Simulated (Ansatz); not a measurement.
# CH5Si+ (SMILES C[SiH2+]): one structure at several levels

How do the functionals fare away from a minimum? The structure is a structure displaced at random from a GFN2-xTB minimum.

Method: single points in def2-TZVPP; program: Ansatz 0.2.0, Gaussian basis.

Cores are frozen in the correlated methods.

## (1) The starting structure

7 atoms, charge 1, spin multiplicity 1.

Atoms are counted from 1 here; the program's logs count them from 0.

Bond lengths: C1–Si2 2.108 Å, C1–H3 1.306 Å, C1–H4 1.109 Å, Si2–H6 1.343 Å, Si2–H7 1.573 Å. Angles: Si2–C1–H3 113.6°, Si2–C1–H4 120.7°, H3–C1–H4 96.4°, C1–Si2–H6 129.2°, C1–Si2–H7 108.8°, H6–Si2–H7 119.4°.

Coordinates:

```xyz
7
charge 1, multiplicity 1
C    -0.0869   -0.8014   -0.2601
Si    0.3211    1.1118    0.5247
H    -0.6862   -1.5957    0.5851
H     0.7389   -1.4957   -0.5189
H    -1.0525   -0.7730   -1.2856
H    -0.3479    1.8065    1.4590
H     1.2736    1.8738   -0.4684
```

## (2) CCSD(T)/def2-TZVPP

run/in.yaml reads:

```yaml
crystal:
  periodic: [false, false, false]
  atoms:
    - {symbol: C, position_ang: [-0.086900, -0.801400, -0.260100]}
    - {symbol: Si, position_ang: [0.321100, 1.111800, 0.524700]}
    - {symbol: H, position_ang: [-0.686200, -1.595700, 0.585100]}
    - {symbol: H, position_ang: [0.738900, -1.495700, -0.518900]}
    - {symbol: H, position_ang: [-1.052500, -0.773000, -1.285600]}
    - {symbol: H, position_ang: [-0.347900, 1.806500, 1.459000]}
    - {symbol: H, position_ang: [1.273600, 1.873800, -0.468400]}
basis:
  gaussian: {orbitals: def2-TZVPP}
total_charge: 1
correlation: {method: ccsd_t}
output: {forces: true}
```

The command line of these runs was not kept.

## (3) PBE0-D4/def2-TZVPP

run/in.yaml, as its differences from that of step 2:

```diff
@@ -13,3 +13,3 @@
 total_charge: 1
-correlation: {method: ccsd_t}
-output: {forces: true}
+hamiltonian: {xc: pbe0, dispersion: d4}
+output: {forces: true, orbitals: {seedname: orbitals}}
```

## (4) wB97M-V/def2-TZVPP

run/in.yaml, as its differences from that of step 3:

```diff
@@ -13,3 +13,3 @@
 total_charge: 1
-hamiltonian: {xc: pbe0, dispersion: d4}
-output: {forces: true, orbitals: {seedname: orbitals}}
+hamiltonian: {xc: {name: wB97M-V}}
+output: {forces: true}
```

## (5) r2SCAN-D4/def2-TZVPP

run/in.yaml, as its differences from that of step 4:

```diff
@@ -13,3 +13,3 @@
 total_charge: 1
-hamiltonian: {xc: {name: wB97M-V}}
+hamiltonian: {xc: r2scan, dispersion: d4}
 output: {forces: true}
```

## (6) PBE-D4/def2-TZVPP

run/in.yaml, as its differences from that of step 5:

```diff
@@ -13,3 +13,3 @@
 total_charge: 1
-hamiltonian: {xc: r2scan, dispersion: d4}
+hamiltonian: {xc: pbe, dispersion: d4}
 output: {forces: true}
```

## (7) LC-wPBE/def2-TZVPP

run/in.yaml, as its differences from that of step 6:

```diff
@@ -13,3 +13,3 @@
 total_charge: 1
-hamiltonian: {xc: pbe, dispersion: d4}
+hamiltonian: {xc: {name: LC-wPBE}}
 output: {forces: true}
```

## (8) r2SCAN0-D4/def2-TZVPP

run/in.yaml, as its differences from that of step 7:

```diff
@@ -13,3 +13,3 @@
 total_charge: 1
-hamiltonian: {xc: {name: LC-wPBE}}
+hamiltonian: {xc: {name: r2SCAN0}, dispersion: d4}
 output: {forces: true}
```

(Steps that only read results are left out.)

Before running it: what results should come out? Wanted: energy less free atoms, CCSD(T)/def2-TZVPP; RMS force component; RMS force error; HOMO and LUMO, PBE0-D4; T1 diagnostic.

**Answer**, as computed:

```
                                  quantity                                                                                              value
energy less free atoms, CCSD(T)/def2-TZVPP                                                                                         -12.526 eV
                       RMS force component                                                               2.365 to 2.550 eV/Å over the methods
                           RMS force error  PBE0-D4 0.082, wB97M-V 0.071, r2SCAN-D4 0.071, PBE-D4 0.168, LC-wPBE 0.162, r2SCAN0-D4 0.104 eV/Å
                    HOMO and LUMO, PBE0-D4                                                                                -15.02 and -9.57 eV
                             T1 diagnostic                                                                                              0.012
```

What this shows: Against CCSD(T) the functionals' energies less atoms differ by -0.646 to +0.026 eV, PBE-D4 by -0.646 eV. The reference is not at the basis limit: in triple zeta CCSD(T) underbinds, which counts against methods that bind more; the gaps are no ranking. The forces of r2SCAN-D4 come nearest to CCSD(T), those of PBE-D4 are farthest. Frozen-core CCSD(T) forces in triple zeta carry basis errors of their own, and this is one geometry, so small gaps rank nothing.
